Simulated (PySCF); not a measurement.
# Electrostatic potential from atomic charges

Species: `Cn1ccnc1`. Coordinates (GFN2-xTB, Å) and charges (e) from the PBE0/pcSseg-1 density (PySCF):

```csv
atom,x,y,z,Mulliken,IAO,Hirshfeld,ESP-fitted
C1,-1.651,-0.221,0.152,-0.0426,-0.3114,-0.0474,-0.5637
N2,-0.250,0.046,0.007,-0.5928,-0.0773,-0.0061,+0.3498
C3,0.752,-0.883,-0.038,+0.0763,-0.1582,-0.0472,-0.5568
C4,1.915,-0.180,-0.159,+0.0027,-0.0988,-0.0468,+0.2036
N5,1.650,1.151,-0.188,-0.4115,-0.3324,-0.2189,-0.5543
C6,0.355,1.254,-0.086,+0.3020,+0.0201,+0.0287,+0.0855
H7,-1.867,-0.616,1.149,+0.1313,+0.1563,+0.0540,+0.1927
H8,-1.978,-0.953,-0.589,+0.1288,+0.1586,+0.0565,+0.1983
H9,-2.210,0.702,0.010,+0.1236,+0.1622,+0.0616,+0.1664
H10,0.553,-1.934,0.017,+0.0903,+0.1610,+0.0553,+0.2507
H11,2.920,-0.545,-0.226,+0.0891,+0.1606,+0.0517,+0.1024
H12,-0.188,2.178,-0.077,+0.1027,+0.1594,+0.0587,+0.1254
```

Points outside the species (Å): A (2.7, -4.2, 2.8); B (-0.7, 5.5, -2.3); C (-1.4, -4.6, 7.1); D (-5.8, 3.7, 1.8).

Problem. Find the potential V = 14.3996 V·Å × Σ q/r of each set of charges at these points.

Solution. In volts:

```
point  nearest atom  distance (Å)  Mulliken     IAO  Hirshfeld  ESP-fitted
    A           H10          4.18    +0.003  +0.007     -0.011      +0.030
    B           H12          4.03    -0.019  -0.023     -0.024      -0.039
    C            H7          7.18    +0.051  +0.053     +0.042      +0.064
    D            H9          5.01    +0.182  +0.176     +0.126      +0.167
```

Problem. How far are the other sets from the ESP-fitted one at these points?

Solution. Root-mean-square difference: IAO 0.016 V, Mulliken 0.020 V, Hirshfeld 0.033 V. The ESP scheme is a least-squares fit of atom-centred charges to the potential on four shells outside the van der Waals surface, with the total charge fixed.

Problem. What energy would a point charge of -1 e have at D in the field of the ESP charges, leaving out polarisation?

Solution. -0.167 eV = -16.2 kJ/mol, an attraction.

Isolated species at its GFN2-xTB geometry, gas phase.

The run behind these numbers computed NMR shieldings as well. Time: 15 s. Hardware: an Arm Neoverse V1 with one thread, shared host.
